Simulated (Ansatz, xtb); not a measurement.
**Ranking isomers of C3H2FN**

3 gas-phase structures of C3H2FN, from a drawn sample of its isomers (lower ones may exist). Each was relaxed with GFN2-xTB:

A. `N#C/C=C\F`, a singlet
B. `N#C/C=C/F`, a singlet
C. `C=C(F)C#N`, a singlet

Make a reasoned guess at their ranking by r2SCAN-D4/def2-SVP single-point energy.

Calculated order at r2SCAN-D4/def2-SVP: A (0.0), B (0.1), C (3.9) kcal/mol. Less than 1 kcal/mol parts A and B, so the order within that pair means little.

Energies above the lowest of each column, in kcal/mol; the last columns are at PBE-D3(BJ)/def2-SVP geometries:

```tsv
structure	GFN2-xTB	HF/STO-3G	r2SCAN-D4/def2-SVP	PBE-D3(BJ)/def2-SVP	CCSD(T)/def2-SVP + ΔMP2/def2-TZVPP
A	1.6	0.2	0.0	0.0	0.2
B	0.0	0.0	0.1	0.0	0.0
C	4.6	2.9	3.9	3.8	2.8
```

Every level run on B puts it lowest or level with the lowest. CCSD(T)/def2-SVP + ΔMP2/def2-TZVPP orders those it was run on as B (0.0), A (0.2), C (2.8) kcal/mol. Less than 1 kcal/mol parts B and A, so the order within that pair means little. ΔMP2 is the change of the MP2 energy from the smaller to the larger basis.

Programs: Ansatz 0.2.0, xtb 6.7.1.
